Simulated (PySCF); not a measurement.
HN2, SMILES N#[NH+], charge +1. Heavy atoms are numbered as in [N:1]#[NH+:2]. Hydrogens are named by the atom that carries them.

Geometry: B3LYP-D3(BJ)/def2-TZVPD. The isomer is the one that the SMILES or the coordinates give; other isomers of the formula were not compared.

The numbers are results of PBE/pcSseg-2 (PySCF), not measurements.

GIAO shieldings, no solvent; atoms alike by connectivity are averaged. δ = σ(ref) − σ: ¹⁵N against NH3 (σ = 262.8 ppm); ¹H against TMS (σ = 31.47 ppm), references at their B3LYP-D3(BJ)/def2-TZVP geometries, non-relativistic.

| nucleus | atoms | count | δ (ppm) |
|---|---|---|---|
| ¹⁵N | N1 | 1 | 347.0 |
| ¹⁵N | N2 (NH) | 1 | 233.5 |
| ¹H | H on N2 | 1 | 8.66 |
